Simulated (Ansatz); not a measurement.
Geometry optimisation, Ansatz, RKS PBE-D4/def2-SVP.

The input (input.yaml):

```yaml
crystal:
  periodic: [false, false, false]
  atoms:
    - { symbol: Si, position_ang: [0.406825, 0.055534, -0.069548] }
    - { symbol: H, position_ang: [0.050281, -0.183947, 1.34501] }
    - { symbol: H, position_ang: [1.897518, -0.137936, -0.187193] }
    - { symbol: H, position_ang: [0.073207, 1.457222, -0.478653] }
    - { symbol: H, position_ang: [-0.263741, -0.960806, -0.94788] }
    - { symbol: O, position_ang: [-2.37739, 0.293056, 0.638603] }
    - { symbol: C, position_ang: [-3.162183, -0.831283, 0.28486] }
    - { symbol: H, position_ang: [-2.553018, -1.71655, -0.017683] }
    - { symbol: H, position_ang: [-3.857759, -1.149547, 1.096589] }
    - { symbol: H, position_ang: [-3.779804, -0.539375, -0.588152] }
    - { symbol: H, position_ang: [-1.800536, 0.034234, 1.400647] }
basis:
  gaussian: { orbitals: def2-SVP }
hamiltonian:
  xc: pbe
  dispersion: d4
relax:
  f_tol: 0.03
  max_steps: 50
```

Launched with:

```bash
$ ansatz run input.yaml --threads 2 --pin off --max-ram 3072MiB --backend cpu --events-out ev --progress --plain --runs-dir out
```

**Question.** Where does it end, and by what steps?

**Answer.** The forces met the threshold. The force dipped under the threshold on the way, but the program's further checks kept it going. After 15 steps the energy has fallen by 0.049 eV; H10 moved furthest, 0.50 Å.

```csv
step,energy less start (eV),largest force component (eV/Å),accepted
0,0.0000,0.545,yes
1,-0.0319,0.245,yes
2,0.0375,0.989,no
3,-0.0379,0.178,yes
4,-0.0399,0.025,yes
5,-0.0419,0.088,yes
6,-0.0437,0.103,yes
7,-0.0450,0.115,yes
8,-0.0462,0.114,yes
9,-0.0470,0.101,yes
10,-0.0475,0.104,yes
11,-0.0482,0.065,yes
12,-0.0487,0.014,yes
13,-0.0490,0.020,yes
14,-0.0490,0.068,yes
15,-0.0494,0.021,yes
```

```xyz
11
Properties=species:S:1:pos:R:3
Si 0.438 0.050 -0.131
H 0.248 -0.443 1.280
H 1.899 -0.120 -0.466
H 0.094 1.505 -0.246
H -0.355 -0.790 -1.092
O -2.408 0.305 0.669
C -3.124 -0.864 0.309
H -2.532 -1.801 0.438
H -4.080 -0.974 0.872
H -3.376 -0.777 -0.767
H -2.169 0.229 1.611
```

The run took 18 s on 2 threads of Arm Neoverse V2, with other jobs on the host, peak memory 0.12 GiB.
